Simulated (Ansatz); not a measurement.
Geometry optimisation, RKS CAM-B3LYP/6-31G* (Ansatz 0.2.0).

input.yaml

```yaml
crystal:
  periodic: [false, false, false]
  atoms:
    - { symbol: Al, position_ang: [0.0928, -1.6272, 0.6068] }
    - { symbol: H, position_ang: [1.2885, -0.4043, -0.4346] }
    - { symbol: H, position_ang: [-0.0744, -3.0601, 0.0706] }
    - { symbol: H, position_ang: [0.2423, -1.3535, 2.1157] }
    - { symbol: H, position_ang: [-0.9874, 0.6684, -0.2409] }
    - { symbol: F, position_ang: [-1.513, -0.3852, 0.0324] }
    - { symbol: H, position_ang: [0.872, 0.4858, -0.525] }
    - { symbol: "N", position_ang: [0.0089, 1.5128, -0.5076] }
    - { symbol: H, position_ang: [0.168, 2.1498, 0.2573] }
    - { symbol: H, position_ang: [-0.0977, 2.0136, -1.3748] }
basis:
  gaussian: { orbitals: "6-31G*" }
hamiltonian:
  xc: cam_b3lyp
relax:
  f_tol: 0.15
  max_steps: 25
  restrain:
    - { distance: [0, 5], at: 1.78, k: 30.0 }
    - { distance: [4, 7], at: 1.02, k: 30.0 }
    - { distance: [6, 1], at: 0.62, k: 30.0 }
    - { distance: [0, 1], at: 2.82, k: 30.0 }
    - { distance: [4, 5], at: 2.18, k: 30.0 }
    - { distance: [6, 7], at: 2.32, k: 30.0 }
```

Launched with:

```bash
$ ansatz run input.yaml --threads 2 --pin off --max-ram 3072MiB --backend cpu --events-out ev --progress --plain --runs-dir out
```

Where does it end, and by what steps?

It converged. The restraints hold the end off the free minimum. After 16 steps the energy has fallen by 2.665 eV (the restraints' own energy left out); H3 moved furthest, 1.30 Å. Joined: Al1–N8 (3.33 → 2.05 Å), H2–H7 (0.99 → 0.69 Å), H5–N8 (1.33 → 1.02 Å).

| step | energy less start (eV) | largest force component (eV/Å) | accepted |
| --- | --- | --- | --- |
| 0 | 0.0000 | 2.771 | yes |
| 1 | -0.4173 | 2.825 | yes |
| 2 | -0.7500 | 5.619 | yes |
| 3 | -1.1681 | 3.664 | yes |
| 4 | -1.2986 | 2.278 | yes |
| 5 | -1.5412 | 2.206 | yes |
| 6 | -1.6288 | 2.100 | yes |
| 7 | -1.6840 | 1.699 | yes |
| 8 | -1.8311 | 1.442 | yes |
| 9 | -2.0319 | 1.620 | yes |
| 10 | -2.3226 | 1.653 | yes |
| 11 | -2.5056 | 1.763 | yes |
| 12 | -2.6167 | 1.540 | yes |
| 13 | -2.6541 | 1.969 | yes |
| 14 | -2.6860 | 1.511 | no |
| 15 | -2.6719 | 1.813 | yes |
| 16 | -2.6647 | 2.046 | yes |

```xyz
10
Properties=species:S:1:pos:R:3
Al -0.480 -0.957 0.523
H 2.090 -0.432 -0.521
H -0.068 -1.963 -0.635
H 0.332 -0.848 1.887
H -1.336 1.136 -0.204
F -2.192 -0.673 0.671
H 1.878 0.219 -0.414
N -0.340 0.924 -0.285
H 0.185 1.620 0.242
H -0.070 0.975 -1.265
```

The run took 26 s on 2 threads of AMD EPYC 7R13 Processor (Zen 3), with other jobs on the host, peak memory 0.16 GiB.
